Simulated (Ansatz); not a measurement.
Two isomers of C3H7NO: A = `C/C(O)=C/N`, B = `C=C(O)NC`.

Gas-phase electronic energies from Ansatz, PBE0-D4/def2-TZVP geometries. CBS: MP2 limit from def2 TZ/QZ plus the TZ coupled-cluster correction, frozen cores. Functionals use def2-TZVPP. One conformer a species, not always the lowest.

Q: Which isomer does CCSD(T)/CBS put lower? Give the gap. (An estimate is asked.)

A: Ansatz gave: A, by 6.1 kcal/mol.

Q: Give E(B) − E(A) in kcal/mol with HF/def2-TZVPP, ωB97M-V, LDA (SPW92), CCSD(T)/def2-SVP, MP2/def2-TZVPP, CCSD(T)/def2-TZVPP, CCSD/def2-TZVPP. (An estimate is asked.)

A: Computed: HF/def2-TZVPP 3.3, ωB97M-V 5.2, LDA (SPW92) 5.5, CCSD(T)/def2-SVP 6.5, MP2/def2-TZVPP 5.9, CCSD(T)/def2-TZVPP 6.2, CCSD/def2-TZVPP 5.8. None reverses the order clearly.

Q: Does the order hold for the free energy at 298.15 K (harmonic terms from PBE0-D4)? (Best estimate.)

A: Computed: Yes: G(B) − G(A) = +5.4 kcal/mol, for one conformer each.

Largest T1 diagnostic: 0.011.

Leaving LDA and LC-ωPBE aside and taking each functional with its dispersion term where it has one, the values, not all of them listed here, spread over 1.3 kcal/mol, from BHLYP-D4 to PBE-D4. From BLYP to BHLYP (50 % exact exchange), in def2-TZVPP and without D4, E(B) − E(A) moves by −0.8 kcal/mol.
